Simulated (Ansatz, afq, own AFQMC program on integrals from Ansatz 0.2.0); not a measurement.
## Where AFQMC and coupled cluster stand for BNH3, doublet

```xyz
5

B     0.0000   -0.1798    0.7865
N     0.0000    0.0674   -0.5650
H     0.0000    0.6578    1.6392
H     0.0000    0.9957   -0.9652
H     0.0000   -0.6620   -1.2589
```

Connectivity, by distances: BH–NH2.

Basis cc-pVDZ. Noble-gas cores (and the filled d shells of Ga–Kr and In–Xe) are frozen. Ansatz 0.2.0 and our own AFQMC program on the same integrals; the CISD trial comes from CCSD amplitudes, and released means the phaseless constraint is let go. Free AFQMC starts from the CCSD state and is never constrained. Its projection time is finite, and what remains of the start isn't in its error. ± is one standard error of the sampling.

Determinant: UHF, the one that the program's search chose, which needn't be the lowest solution. The geometry is a point of a scan.

No full CI on the walks' own integrals is used here. The released AFQMC energy serves as the reference, which it does only where one determinant dominates, the energy is flat over the last release times and near the phaseless one (40 meV or 2 meV an electron, half that with transition metals). On small molecules, where full CI could be run and the noise was under 10 meV, such values lay within 10 meV of it in 19 cases of 20, a flattering rate, since the rule was set on those same cases; what remains of the bias isn't in the error bar.

Cautions: the released value is read at 2.40 1/Eh with a noise of 15 meV, more than in the cases checked (meV from the phaseless value at times in 1/Eh: 0 ± 10 at 0.24, 2 ± 11 at 0.51, -3 ± 9 at 0.99, 0 ± 14 at 1.62, 24 ± 15 at 2.40).

```
T1 diagnostic                               : 0.0154
weight of the determinant in the CISD state : 0.903
⟨S²⟩ of the determinant                     : 0.757
size of the correlated space                : 11 electrons in 41 orbitals
```

```tsv
level	correlation energy (eV)
MP2	-6.4930
CCSD	-7.1460
CCSD(T)	-7.3317
```

Q: Estimate where free-projection AFQMC lies against CCSD(T) on the same integrals.

A: 0.53 ± 0.42 kcal/mol below CCSD(T). The gap is under twice the noise, so this walk alone can't tell the two apart.

Reference: AFQMC with the constraint released, correlation energy -7.334 ± 0.015 eV.

```
        level  E − E(reference) (kcal/mol)  share of correlation (%)
      CCSD(T)                  0.04 ± 0.34                     99.97
  ph-AFQMC/HF                 -0.86 ± 1.42                    100.51
ph-AFQMC/CISD                 -0.56 ± 0.41                    100.33
   free AFQMC                 -0.48 ± 0.54                    100.29
```

Free projections are given only where their last times agree within the noise and don't stop above the reference; a slow remainder of the start can still hide under it. A walk keeps the symmetry of its determinant, which the program's search chose and which needn't be the lowest solution, so a lower state of the same spin and another symmetry isn't excluded. Released energies are given only where the last usable release times agree within the noise; a slower fall can still hide under it.
